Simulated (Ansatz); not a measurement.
We consider hcp Zr, described by RPBE (PAW; Ansatz, a quantum-chemistry and plane-wave program).

Numerical settings: plane-wave cutoff 520 eV, 18×18×8 k mesh (along the axes of the cell as run), Fermi–Dirac smearing 0.1 eV, perturbation theory, scalar-relativistic PAW data made under PBE.

Computed at the level's own relaxed cell.

Harmonic phonon frequencies (cm⁻¹; i marks an imaginary mode):

| q point | frequencies |
|---|---|
| Γ | … |
| M | 72 77 149 151 160 168 |
| K | 120 120 135 135 142 192 |
| A | 53 53 53 53 131 131 |
| L | … |
| H | 65 65 166 166 172 172 |

Task: Fill in the missing entries.

Result: 
- Γ, frequencies: 0 0 0 75 75 146
- L, frequencies: 116 116 121 121 175 175

No imaginary mode appears at these points.
